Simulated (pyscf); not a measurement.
Structures and frequencies: ωB97X-D3(BJ)/def2-SVP in PySCF. MP2 and CC: frozen core, UHF for open shells. ΔMP2 is the change of the MP2 total energy from the triple- to the quadruple-zeta basis.

**Question.** Estimate by transition-state theory (the high-pressure limit) the rate constant of `[O]=[Ti]([OH])[SH]` -> `[OH][TiH]1[O][S]1` (singlet surface; H–S broken, O–S, H–Ti formed) at 1200 K, with CCSD(T)/def2-TZVPP + ΔMP2(QZVPP) energies (ideal gas, 1 atm, RRHO with modes under 100 cm⁻¹ raised to 100, one conformer, R ln 2 for chiral ones without a mode under 150 cm⁻¹; no tunnelling).

**Answer.** The electronic barrier is 93.8 kcal/mol and the thermal terms add +0.7, so ΔG‡ = 94.6 kcal/mol. With k_BT/h = 2.50e+13 s⁻¹ and RT = 2.385 kcal/mol, k = 1.5e-04 s⁻¹. Wigner's tunnelling factor for 1143i cm⁻¹ would be 1.08. A shift of 1 kcal/mol in the barrier changes k by a factor 1.5. The same reactants have a lower exit, to O=Ti=O + H₂S (highest point, the separated products, at +71.0 kcal/mol at ωB97M-D3(BJ)/def2-TZVP, against +99.1 kcal/mol here). This is the saddle that the search found; another between the same sides may lie lower. A restricted solution here is unstable towards spin polarisation, so biradical character is likely and single-reference numbers are less safe. The CCSD(T) − MP2 part came from Ansatz, without density fitting, on the same reference. The frozen core leaves the outer d or s,p core shells of the metals and heavy elements correlated in the MP2 and CC values, and def2-TZVPP describes them poorly, which can shift differences by a few kcal/mol.
